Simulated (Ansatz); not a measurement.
Input (CCSDT(Q)/aug-cc-pVDZ; Ansatz, a first-principles code):

Ansatz 0.2 input:
```yaml
crystal:
  periodic: [false, false, false]
  atoms:
    - {symbol: C, position_ang: [0.08837911, 0.08579245, 0.08813120]}
    - {symbol: H, position_ang: [-0.59583251, -0.58847006, 0.64981293]}
    - {symbol: H, position_ang: [0.64811021, -0.59179502, -0.59439216]}
    - {symbol: H, position_ang: [-0.58255235, 0.66551035, -0.58420799]}
basis:
  gaussian:
    orbitals: aug-cc-pVDZ
total_charge: -1
magnetization: {spin_polarized: false}
correlation: {method: ccsdt_q, electrons: outside_noble_gas}
```

Output:

```
Functional definition: HF
integrals: 0.03 GiB planned
794 factors; integrals over basis functions are off by at most 1.7e-7 eV
mean field: 0.10 GiB planned
mean field evaluation 1: about -1074.5511 eV, gradient 1.1e1 eV
mean field evaluation 2: about -1074.5516 eV, gradient 1.1e1 eV
mean field evaluation 4: about -1075.1352 eV, gradient 8.9e-1 eV
mean field evaluation 8: about -1075.1517 eV, gradient 5.2e-3 eV
mean field evaluation 16: about -1075.1505 eV, gradient 1.2e-1 eV
mean field -1075.15167411 eV, -39.5110952594 hartree, gradient 2.2e-6 eV, S^2 0.000000; 0 other end points of the search recorded, 0 dependent functions left out
1 core orbitals not correlated
reference -1075.15167411 eV, -39.5110952594 hartree; 4, 4 occupied and 45, 45 virtual orbitals, 794 factors
second order -5.01037198 eV of doubles, -0.00000000 eV of singles
coupled cluster: 0.31 GiB planned
cycle   1  -5.32120253 eV  change   -3.1e-1 eV  update   7.2e-2
cycle   2  -5.56599240 eV  change   -2.4e-1 eV  update   3.4e-2
cycle   3  -5.72937466 eV  change   -1.6e-1 eV  update   1.7e-2
cycle   4  -5.71944040 eV  change    9.9e-3 eV  update   5.8e-3
cycle   5  -5.71162823 eV  change    7.8e-3 eV  update   3.7e-3
cycle   6  -5.71174795 eV  change   -1.2e-4 eV  update   2.0e-3
cycle   7  -5.71250920 eV  change   -7.6e-4 eV  update   7.4e-4
cycle   8  -5.71240794 eV  change    1.0e-4 eV  update   4.4e-4
cycle   9  -5.71234538 eV  change    6.3e-5 eV  update   2.9e-4
cycle  10  -5.71256029 eV  change   -2.1e-4 eV  update   2.1e-4
cycle  11  -5.71229545 eV  change    2.6e-4 eV  update   1.1e-4
cycle  12  -5.71239538 eV  change   -1.0e-4 eV  update   5.8e-5
cycle  13  -5.71235471 eV  change    4.1e-5 eV  update   2.2e-5
cycle  14  -5.71237718 eV  change   -2.2e-5 eV  update   6.5e-6
cycle  15  -5.71238300 eV  change   -5.8e-6 eV  update   2.9e-6
cycle  16  -5.71238296 eV  change    3.9e-8 eV  update   1.1e-6
cycle  17  -5.71238306 eV  change   -1.1e-7 eV  update   5.8e-7
perturbative correction -0.01208171 eV, -0.0004439946 hartree
Total energy: -1080.87613888 eV, -39.7214654596 hartree
```
